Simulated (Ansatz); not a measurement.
Ansatz (an electronic-structure program) input (PBE0/aug-cc-pVTZ): A basis named .json is the Basis Set Exchange file of that set (core-valence sets with the plain set on hydrogen).

Ansatz 0.2 input:
```yaml
crystal:
  periodic: [false, false, false]
  atoms:
    - {symbol: N, position_ang: [-0.00000000, -0.00000000, -0.55206952]}
    - {symbol: N, position_ang: [0.00000000, 0.00000000, 0.55206952]}
basis:
  gaussian:
    orbitals: aug-cc-pVTZ
    fitting: {mean_field: cc-pVQZ-JKFIT.json}
hamiltonian:
  xc: {name: PBE0}
total_charge: 1
magnetization: {spin_polarized: true, initial_magnetization: 1}
```

Output:

```
Functional definition: PBE0
integrals: 0.01 GiB planned
212 factors; integrals over basis functions are off by at most 4.1e-1 eV
mean field: 0.19 GiB planned
mean field evaluation 1: about -2960.2776 eV, gradient 2.5e1 eV
mean field evaluation 2: about -2961.7950 eV, gradient 1.3e1 eV
mean field evaluation 4: about -2962.3549 eV, gradient 4.2e-2 eV
mean field evaluation 8: about -2962.3541 eV, gradient 2.4e-3 eV
mean field evaluation 16: about -2961.7437 eV, gradient 5.9e0 eV
mean field -2962.35412182 eV, -108.8645060212 hartree, gradient 6.4e-6 eV, S^2 0.754686; 1 other end points of the search recorded, 0 dependent functions left out
reference -2962.35413232 eV, -108.8645064070 hartree; 7, 6 occupied and 85, 86 virtual orbitals, 212 factors
Total energy: -2962.35413232 eV, -108.8645064070 hartree
```
